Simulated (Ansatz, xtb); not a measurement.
# A geometry optimisation of H3Si3 with r2SCAN-D4/def2-SVP

The starting geometry of this gas-phase doublet has its atoms placed at random.

```
atom    x (Å)    y (Å)    z (Å)
  Si   0.4319  -0.0665   0.0791
  Si  -0.4830   1.3474   1.0889
  Si  -1.2745   0.4616  -0.6145
   H   1.3215  -1.3401   0.7573
   H   1.5860  -0.0752   1.4606
   H  -1.7899  -0.8100  -0.3690
```

Question: One run relaxed it with r2SCAN-D4/def2-SVP. What is a likely outcome?

Answer: It ends as a structure with H5 bridging Si1 and Si2, given below by its coordinates. Distances that change by over a tenth: Si1–Si2 (1.96 → 2.31 Å), Si1–Si3 (1.92 → 2.23 Å), Si1–H4 (1.70 → 1.50 Å), Si2–Si3 (2.08 → 2.46 Å). Contacts that close: Si1–H5 (1.80 → 1.66 Å), Si2–H5 (2.54 → 1.72 Å).

The energy falls by 5.16 eV over 15 steps:

| step | E − E(last) (eV) |
| --- | --- |
| 1 | 5.160 |
| 3 | 1.088 |
| 4 | 0.711 |
| 6 | 0.539 |
| 7 | 0.279 |
| 9 | 0.092 |
| 10 | 0.010 |
| 12 | 0.001 |
| 13 | 0.000 |
| 15 | 0.000 |

Final geometry (Å):

```yaml
atoms:
  - { symbol: Si, position_ang: [0.5586, -0.6859, 0.4693] }
  - { symbol: Si, position_ang: [-0.3821, 1.0987, 1.5953] }
  - { symbol: Si, position_ang: [-1.0547, 0.3664, -0.6586] }
  - { symbol: H, position_ang: [1.7789, -1.5461, 0.5871] }
  - { symbol: H, position_ang: [1.1868, 0.7684, 0.9653] }
  - { symbol: H, position_ang: [-2.2954, -0.4845, -0.5558] }
```

From the same start GFN2-xTB ends elsewhere, differing in Si1–Si3 (4.40 against 2.23 Å here), Si2–H5 (3.24 against 1.72 Å here).

From so rough a start the end depends on the optimiser's path, so another program may land elsewhere. No frequencies were run, so the end isn't proven a minimum. Open shells are spin-unrestricted. Run with Ansatz 0.2.0, 2 min on 1 thread of Intel(R) Xeon(R) Platinum 8259CL CPU @ 2.50GHz (Skylake/Cascade Lake), with other jobs on the host.
